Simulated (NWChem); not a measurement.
System: dichloromethane (CH2Cl2); SMILES ClCCl

The following NWChem deck was run.

```
start job
memory heap 200 mb stack 900 mb global 1100 mb
geometry units angstroms noautoz
  Cl     1.494325     0.000000     0.212013
  C      0.000000     0.000000    -0.763738
  Cl    -1.494325     0.000000     0.212013
  H      0.000000     0.909676    -1.390204
  H      0.000000    -0.909676    -1.390204
end
basis spherical
  * library sto-3g
end
dft
  xc xpbe96 cpbe96
  iterations 150
  mulliken
end
task dft gradient
```

Excerpt of the output:

```
             Northwest Computational Chemistry Package (NWChem) 7.3.0
             --------------------------------------------------------

 C2V symmetry detected

                             Geometry "geometry" -> ""
                             -------------------------

 Output coordinates in angstroms (scale by  1.889725989 to convert to a.u.)

  No.       Tag          Charge          X              Y              Z
 ---- ---------------- ---------- -------------- -------------- --------------
    1 Cl                  17.0000     1.49432500     0.00000000     0.21568905
    2 C                    6.0000     0.00000000     0.00000000    -0.76006195
    3 Cl                  17.0000    -1.49432500     0.00000000     0.21568905
    4 H                    1.0000     0.00000000     0.90967600    -1.38652795
    5 H                    1.0000     0.00000000    -0.90967600    -1.38652795

 Effective nuclear repulsion energy (a.u.)     132.8678576092

      Symmetry information
      --------------------

 Group name             C2v
 Group number             16
 Group order               4
 No. of unique centers     3

  pbe96 is a nonlocal functional; adding pw91lda local functional.

                                 NWChem DFT Module
                                 -----------------

 Summary of "ao basis" -> "ao basis" (spherical)
 ------------------------------------------------------------------------------
       Tag                 Description            Shells   Functions and Types
 ---------------- ------------------------------  ------  ---------------------
 Cl                          sto-3g                  5        9   3s2p
 C                           sto-3g                  3        5   2s1p
 H                           sto-3g                  1        1   1s

      Symmetry analysis of basis
      --------------------------

        a1         11
        a2          2
        b1          8
        b2          4

            General Information
            -------------------
          SCF calculation type: DFT
          Wavefunction type:  closed shell.
          No. of atoms     :     5
          No. of electrons :    42
           Alpha electrons :    21
            Beta electrons :    21
          Charge           :     0
          Spin multiplicity:     1
          Use of symmetry is: on ; symmetry adaption is: on
          Maximum number of iterations: 150
          AO basis - number of functions:    25
                     number of shells:    15
          Convergence on energy requested:  1.00D-06
          Convergence on density requested:  1.00D-05
          Convergence on gradient requested:  5.00D-04

              XC Information
              --------------
          PerdewBurkeErnzerhof Exchange Functional  1.000
            Perdew 1991 LDA Correlation Functional  1.000 local
           PerdewBurkeErnz. Correlation Functional  1.000 non-local

             Grid Information
             ----------------
          Grid used for XC integration:  medium
          Radial quadrature: Mura-Knowles
          Angular quadrature: Lebedev.
          Tag              B.-S. Rad. Rad. Pts. Rad. Cut. Ang. Pts.
          ---              ---------- --------- --------- ---------
          Cl                  1.00       88           8.0       590
          C                   0.70       49           6.0       434
          H                   0.35       45           7.0       434
          Grid pruning is: on
          Number of quadrature shells:   182
          Spatial weights used:  Erf1

      Superposition of Atomic Density Guess
      -------------------------------------

 Sum of atomic energies:        -947.21451718

      Non-variational initial energy
      ------------------------------

 Total energy =    -947.401525
 1-e energy   =   -1575.951573
 2-e energy   =     495.682191
 HOMO         =      -0.263747
 LUMO         =       0.274349

      Symmetry analysis of molecular orbitals - initial
      -------------------------------------------------

  Numbering of irreducible representations:

     1 a1          2 a2          3 b1          4 b2

  Orbital symmetries:

     1 a1          2 b1          3 a1          4 a1          5 b1
     6 a1          7 b1          8 b1          9 b2         10 a2
    11 a1         12 a1         13 b1         14 a1         15 b1
    16 b2         17 a1         18 a2         19 b1         20 a1
    21 b2         22 a1         23 b1         24 a1         25 b2

     ---------------------------------------------
      Total Density - Mulliken Population Analysis
     ---------------------------------------------

    Atom       Charge   Shell Charges
 -----------   ------   -------------------------------------------------------
    1 Cl  17    17.42   2.00  2.00  5.99  1.94  5.48
    2 C    6     5.26   1.99  1.23  2.04
    3 Cl  17    17.42   2.00  2.00  5.99  1.94  5.48
    4 H    1     0.95   0.95
    5 H    1     0.95   0.95

[...]

                         DFT ENERGY GRADIENTS

    atom               coordinates                        gradient
                 x          y          z           x          y          z
   1 Cl      2.823865   0.000000   0.407593   -0.026022   0.000000  -0.015871
   2 C       0.000000   0.000000  -1.436309    0.000000   0.000000   0.021913
   3 Cl     -2.823865   0.000000   0.407593    0.026022   0.000000  -0.015871
   4 H       0.000000   1.719038  -2.620158    0.000000  -0.005034   0.004914
   5 H       0.000000  -1.719038  -2.620158    0.000000   0.005034   0.004914
```

Level: PBE/STO-3G. The geometry was optimised at PBE-D3(BJ)/def2-SVP.
